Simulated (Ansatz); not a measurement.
Start from GaAs in the zinc blende structure (space group F-43m, No. 216; a = 5.7456 Å).

Computed with PBE/PAW in Ansatz (an electronic-structure program), without spin-orbit coupling.

It is then changed as follows: full substitution Ga → In, then cell and atoms are relaxed.

Measured lattice parameter a: GaAs 5.64 Å (static lattice; corrected from measurement; as listed in Daniel Mejia-Rodriguez, S. B. Trickey, Phys. Rev. B (2018)); InAs 6.047 Å (static lattice; corrected from measurement; as listed in Daniel Mejia-Rodriguez, S. B. Trickey, Phys. Rev. B (2018)).

**Question.** How well does PBE reproduce the measured shift?

**Answer.** With PBE the lattice parameter a moves by +0.441 Å (5.746 → 6.187) against +0.407 Å measured.

No phonon test of stability was made. The final runs are not spin-polarised.
